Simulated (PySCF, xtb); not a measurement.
Ligands exchanged one at a time, Si F-H. All species are isolated molecules in the gas phase. Strings in code marks are SMILES.

Quantity: redistribution energy (mixed species minus the weighted end members), in kcal/mol.

Level 1: B3LYP/6-311+G** // PBE0-D3(BJ)/def2-TZVP (PySCF)
Level 2: PBE/6-31G* // PBE0-D3(BJ)/def2-TZVP (PySCF)
Level 3: frozen-core MP2/6-31G* // PBE0-D3(BJ)/def2-TZVP (PySCF)
Level 4: GFN2-xTB (xtb)

```json
[
 {"species": "2 of 4 F replaced by H: `[SiH2](F)F`", "level 1": "[?]", "level 2": "[?]", "level 3": "3.33", "level 4": "-10.8"},
 {"species": "1 of 4 F replaced by H: `F[SiH](F)F`", "level 1": "-1.46", "level 2": "-0.18", "level 3": "-0.49", "level 4": "-9.37"},
 {"species": "3 of 4 F replaced by H: `F[SiH3]`", "level 1": "3.66", "level 2": "6.26", "level 3": "5.40", "level 4": "[?]"}
]
```

Question: Some entries are withheld; supply them.

Answer: 
- 2 of 4 F replaced by H: `[SiH2](F)F`, level 1: 1.62
- 2 of 4 F replaced by H: `[SiH2](F)F`, level 2: 4.08
- 3 of 4 F replaced by H: `F[SiH3]`, level 4: -6.87
